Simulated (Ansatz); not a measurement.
A run of Ansatz (development build ahead of 0.2.0) on singlet SO₃ at this shape:

```xyz
4

S     0.0000    0.0000    0.0000
O     1.3262    0.0000    0.0000
O    -0.6631    1.1485    0.0000
O    -0.6631   -1.1485    0.0000
```

Its results:

```json
{
  "Converged": "yes",
  "Reference energy": "-621.94665 hartree",
  "Correlation energy": "-0.65950 hartree",
  "Total energy": "-622.60615 hartree",
  "Spin squared of the determinant": "0.000"
}
```

Which input gives this output? Name the method, the orbitals and the basis set, and write the input.

RHF-MP2 in cc-pVDZ. An unrestricted run that stays on the closed shell gives the same numbers.

```yaml
crystal:
  periodic: [false, false, false]
  atoms:
    - { symbol: S, position_ang: [0.0, 0.0, 0.0] }
    - { symbol: O, position_ang: [1.32616, 0.0, 0.0] }
    - { symbol: O, position_ang: [-0.66308, 1.14849, 0.0] }
    - { symbol: O, position_ang: [-0.66308, -1.14849, 0.0] }
basis:
  gaussian: { orbitals: cc-pVDZ }
hamiltonian:
  xc: hf
correlation:
  method: mp2
  frozen_orbitals: { O: 1, S: 5 }
```

Caution: no unrestricted run beside it, a lower state can exist.
